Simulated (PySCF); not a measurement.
Species: C2H7O2P.
Cartesian coordinates in Å at the PBE0-D3(BJ)/def2-SVP level; atoms count from 1:
```
atom  x, y, z in Å
C1     0.621   -0.153   -1.417
P2     0.422    0.187    0.344
C3    -1.056   -0.699    0.884
O4     1.636   -0.046    1.175
O5    -0.072    1.747    0.349
H6    -0.270    0.143   -1.987
H7     1.491    0.418   -1.774
H8     0.820   -1.225   -1.562
H9    -1.231   -0.451    1.941
H10   -1.935   -0.408    0.292
H11   -0.889   -1.782    0.800
H12    0.503    2.244    0.947
```

Computed, not measured: PBE0-D3(BJ)/def2-SVP geometry optimisation, gas phase (PySCF 2.14.0).

Masses are those of the commonest isotopes; rigid-rotor values at the optimised geometry. The values belong to one conformer with, in the numbering `[CH3:1][P:2]([CH3:3])(=[O:4])[OH:5]`, C1–P2–O5–H -128°.

Question: What are A, B and C (cm⁻¹)?

Answer: Ia = 124.92, Ib = 129.25, Ic = 135.86 u·Å²; 505379 MHz·u·Å²/I gives 4046, 3910 and 3720 MHz, that is A = 0.13495, B = 0.13043, C = 0.12408 cm⁻¹.

Question: Classify the top.

Answer: An asymmetric top: κ = (2 × 3910 − 4046 − 3720)/(4046 − 3720) = 0.17.

Question: What does the inertial defect say?

Answer: Not planar: Δ = Ic − Ia − Ib = -118.30 u·Å². For a rigid frame Δ = −2 Σ m c², so Σ m c² = 59.15 u·Å² lies off the ab plane: 5.50 from hydrogen and 53.65 from heavier atoms. The atom farthest from that plane is 1.45 Å away.

Question: List the rotational levels J(Ka,Kc) to J = 3 (K).

Answer: Above 0(0,0), as E/k:
J = 1: 1(0,1) 0.366, 1(1,1) 0.373, 1(1,0) 0.382
J = 2: 2(0,2) 1.093, 2(1,2) 1.096, 2(1,1) 1.123, 2(2,1) 1.143, 2(2,0) 1.148
J = 3: 3(0,3) 2.177, 3(1,3) 2.178, 3(1,2) 2.231, 3(2,2) 2.241, 3(2,1) 2.261, 3(3,1) 2.299, 3(3,0) 2.301

Question: Which lines would a microwave search look for?

Answer: The dipole components are |μa| = 0.06 D, |μb| = 2.18 D, |μc| = 1.49 D. The squared components, which scale the intensities, stand as 0.00 : 1.00 : 0.47 (a : b : c). Some lines, for components of 0.1 D or more:

| type | branch | J(Ka,Kc) | MHz | lower level (cm⁻¹) |
| --- | --- | --- | --- | --- |
| b | Q | 3(2,1) ← 3(1,2) | 628 | 1.550 |
| b | Q | 4(3,1) ← 4(2,2) | 774 | 2.603 |
| b | Q | 3(3,0) ← 3(2,1) | 845 | 1.571 |
| c | Q | 5(4,2) ← 5(3,2) | 975 | 3.919 |
| b | Q | 4(4,1) ← 4(3,2) | 1513 | 2.621 |
| b | Q | 4(1,3) ← 4(0,4) | 1666 | 2.515 |
| b | Q | 4(2,3) ← 4(1,4) | 1746 | 2.515 |
| c | Q | 5(5,1) ← 5(4,1) | 1761 | 3.955 |
| b | Q | 5(3,3) ← 5(2,4) | 1776 | 3.838 |
| b | Q | 5(5,1) ← 5(4,2) | 1874 | 3.951 |
| b | Q | 5(1,4) ← 5(0,5) | 2199 | 3.764 |
| c | R | 2(1,1) ← 1(0,1) | 15776 | 0.255 |
| b | R | 2(2,0) ← 1(1,1) | 16153 | 0.259 |
| c | R | 3(1,2) ← 2(0,2) | 23698 | 0.760 |
| c | R | 3(2,1) ← 2(1,1) | 23704 | 0.781 |
| b | R | 4(2,3) ← 3(1,2) | 30651 | 1.550 |
| c | R | 4(2,2) ← 3(1,2) | 31550 | 1.550 |
| c | R | 4(3,2) ← 3(2,2) | 31864 | 1.558 |
| c | R | 4(4,1) ← 3(3,1) | 32168 | 1.598 |
| b | R | 4(2,2) ← 3(1,3) | 32648 | 1.514 |
| b | R | 5(0,5) ← 4(1,4) | 37445 | 2.515 |
| c | R | 5(3,2) ← 4(2,2) | 39449 | 2.603 |
| c | R | 5(2,4) ← 4(1,4) | 39667 | 2.515 |
| c | R | 5(4,1) ← 4(3,1) | 39764 | 2.629 |
| c | R | 5(4,2) ← 4(3,2) | 39891 | 2.621 |
| b | R | 5(5,1) ← 4(4,0) | 40236 | 2.672 |
| b | R | 5(2,3) ← 4(1,4) | 41170 | 2.515 |

Not checked by PBE0-D3(BJ)/def2-SVP frequencies. Constants of a rigid frame at the computed geometry: no zero-point averaging, no centrifugal distortion. A rigid rotor knows nothing of internal rotation, which can split or shift real lines.

Time: 61 s; peak memory 0.47 GiB. Hardware: one thread of an Arm Neoverse V2, on a shared host. This is the geometry optimisation.
